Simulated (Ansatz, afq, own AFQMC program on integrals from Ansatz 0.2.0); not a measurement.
**Atomization energy of C₂, triplet**

```xyz
2

C     0.0000    0.0000    0.0000
C     0.0000    0.0000    1.3014
```

Atoms in their ground-state spins without spin–orbit coupling (mostly on UHF) minus the molecule (UHF), without zero-point energy. The geometry is a stationary point, not shown to be a minimum.

Basis 6-31G. Only valence electrons are correlated. AFQMC by an in-house program on the Cholesky factors that Ansatz 0.2.0 writes for its CCSD(T) run. The CISD trial takes its coefficients from CCSD amplitudes. Released means that phaseless walkers are propagated on without the constraint, phases kept. Uncertainties: one standard error, sampling alone. The errors of all members are added in quadrature.

Full CI on the same integrals is exact in this basis and with this determinant's frozen core.

Errors are counted within 6-31G, not against nature.

Cautions: C₂ (triplet): lower spins were not checked, an unrestricted solution with more broken spin lies lower, CCSD(T) is in doubt: in a space of 8 electrons in 9 natural orbitals full CI lies 81 meV below it, the CCSDT(Q) amplitudes may be one of several solutions (largest double 0.16), the CCSDTQ amplitudes may be one of several solutions (largest double 0.17), the released energies are still falling, so no released level is given (meV from the phaseless value at times in 1/Eh: -17 ± 3 at 0.24, -31 ± 6 at 0.51, -44 ± 3 at 0.99, -57.0 ± 2.4 at 1.62, -207 ± 136 at 2.40), its ph-AFQMC/CISD value lies 80 ± 4 meV above full CI.

```
level  atomization energy (eV)
 CCSD                    4.961
   HF                    2.252
```

(1) From these cheaper values, estimate the atomization energy at the reference level in 6-31G.

(1) 5.231 eV (full CI in 6-31G).

```tsv
level	atomization energy (eV)	error against FCI (eV)
MP2	5.314	0.083
CCSD(T)	5.159	-0.072
CCSDT	5.175	-0.056
CCSDT(Q)	5.223	-0.008
ph-AFQMC/HF	4.858 ± 0.027	-0.373 ± 0.027
ph-AFQMC/CISD	5.155 ± 0.005	-0.076 ± 0.005
```

Correlation beyond CCSD(T) adds 0.072 eV. The perturbative (T) step is worth +0.198 eV. Where the cautions show a poor determinant, the low rows tell how each method copes with it, not its usual error.

CCSDT and higher add their correlation energy to the determinant of the CCSD(T) run, since their own runs factorise the integrals more tightly (a shift of under 2 meV). A walk keeps the symmetry of its determinant, which the program's search chose and which needn't be the lowest solution, so a lower state of the same spin and another symmetry isn't excluded.
